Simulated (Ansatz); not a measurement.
Geometry optimisation, RKS BLYP/def2-mTZVP in Ansatz.

Input file:

```yaml
crystal:
  periodic: [false, false, false]
  atoms:
    - { symbol: B, position_ang: [0.0, 0.0, 0.0] }
    - { symbol: "N", position_ang: [0.0, 0.0, 1.9] }
    - { symbol: H, position_ang: [-0.877, -0.2713, 2.43] }
    - { symbol: H, position_ang: [0.877, 0.2713, 2.43] }
    - { symbol: O, position_ang: [1.2211, 0.0, -0.705] }
    - { symbol: H, position_ang: [1.5209, -0.9519, -0.8599] }
    - { symbol: H, position_ang: [-1.0305, 0.0, -0.595] }
    - { symbol: H, position_ang: [-0.1864, 1.4017, 0.4698] }
    - { symbol: H, position_ang: [-0.1534, 1.1538, 1.3606] }
basis:
  gaussian: { orbitals: def2-mTZVP }
hamiltonian:
  xc: blyp
relax:
  f_tol: 0.15
  max_steps: 25
  restrain:
    - { distance: [0, 7], at: 2.39, k: 30.0 }
    - { distance: [8, 1], at: 2.26, k: 30.0 }
    - { distance: [0, 1], at: 1.55, k: 30.0 }
    - { distance: [8, 7], at: 0.66, k: 30.0 }
```

Run as:

```bash
$ ansatz run input.yaml --threads 1 --pin off --max-ram 2048MiB --backend cpu --events-out ev --progress --plain --runs-dir out
```

Where does it end, and by what steps?

The run converged. The restraints hold the end off the free minimum; the threshold counts their pulls, which the force column leaves out. Restrained pairs: B1–H8 (1.49 → 2.40 Å), N2–H9 (1.28 → 2.27 Å), B1–N2 (1.90 → 1.49 Å), H8–H9 (0.93 → 0.71 Å). After 16 steps the energy has fallen by 3.382 eV (the restraints' own energy left out); H6 moved furthest, 0.89 Å.

```json
{"step": "0", "energy less start (eV)": "0.0000", "largest force component (eV/Å)": "3.526", "accepted": "yes"}
{"step": "1", "energy less start (eV)": "-0.0641", "largest force component (eV/Å)": "2.260", "accepted": "yes"}
{"step": "2", "energy less start (eV)": "-0.8456", "largest force component (eV/Å)": "2.492", "accepted": "yes"}
{"step": "3", "energy less start (eV)": "-2.0384", "largest force component (eV/Å)": "2.393", "accepted": "yes"}
{"step": "4", "energy less start (eV)": "-2.7498", "largest force component (eV/Å)": "2.675", "accepted": "yes"}
{"step": "5", "energy less start (eV)": "-2.9932", "largest force component (eV/Å)": "2.108", "accepted": "yes"}
{"step": "6", "energy less start (eV)": "-3.0663", "largest force component (eV/Å)": "2.229", "accepted": "yes"}
{"step": "7", "energy less start (eV)": "-3.0880", "largest force component (eV/Å)": "2.131", "accepted": "yes"}
{"step": "8", "energy less start (eV)": "-3.2249", "largest force component (eV/Å)": "1.891", "accepted": "yes"}
{"step": "9", "energy less start (eV)": "-3.3550", "largest force component (eV/Å)": "1.866", "accepted": "yes"}
{"step": "10", "energy less start (eV)": "-3.3354", "largest force component (eV/Å)": "1.893", "accepted": "no"}
{"step": "11", "energy less start (eV)": "-3.3789", "largest force component (eV/Å)": "2.007", "accepted": "yes"}
{"step": "12", "energy less start (eV)": "-3.3823", "largest force component (eV/Å)": "1.843", "accepted": "yes"}
{"step": "13", "energy less start (eV)": "-3.4001", "largest force component (eV/Å)": "1.854", "accepted": "no"}
{"step": "14", "energy less start (eV)": "-3.3956", "largest force component (eV/Å)": "1.877", "accepted": "no"}
{"step": "15", "energy less start (eV)": "-3.3864", "largest force component (eV/Å)": "1.885", "accepted": "yes"}
{"step": "16", "energy less start (eV)": "-3.3821", "largest force component (eV/Å)": "1.888", "accepted": "yes"}
```

```xyz
9
Properties=species:S:1:pos:R:3
B -0.137 -0.274 0.211
N 0.040 -0.311 1.686
H -0.753 -0.482 2.297
H 0.935 -0.458 2.149
O 0.906 -0.282 -0.688
H 1.795 -0.324 -0.285
H -1.246 -0.238 -0.231
H -0.090 2.128 0.320
H -0.078 1.845 0.971
```

Time of the run: 31 s on 1 thread of AMD EPYC 7R43 64-Core Processor (Zen 3) (shared host), peak memory 0.15 GiB.
